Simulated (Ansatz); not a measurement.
Isomers of C7H16, relaxed with PBE0-D4/def2-TZVP in Ansatz; electronic energies, one conformer each and not always the lowest. Functionals use def2-TZVPP; CBS adds triple-zeta CCSD(T) − MP2 to the MP2 limit of def2-TZVPP and def2-QZVPP.

**Question.** Order them by energy at frozen-core CCSD(T)/CBS, lowest first. (An estimate is asked.)
A. `CC(C)CC(C)C`
B. `CCCC(C)CC`
C. `CCC(CC)CC`

**Answer.** A (0.0 kJ/mol), B (7.8 kJ/mol), C (12.3 kJ/mol).

**Question.** How do PBE-D4, B3LYP-D4, B2PLYP, MP2/CBS(def2) place them (kJ/mol, against `CC(C)CC(C)C`)? (Estimate.)

**Answer.** Computed: 
| isomer | PBE-D4 | B3LYP-D4 | B2PLYP | MP2/CBS(def2) |
| --- | --- | --- | --- | --- |
| `CCCC(C)CC` | 5.9 | 6.1 | 5.2 | 9.6 |
| `CCC(CC)CC` | 9.9 | 10.4 | 10.5 | 14.0 |

B3LYP here is the variant with VWN-RPA as its local correlation; programs differ in this.
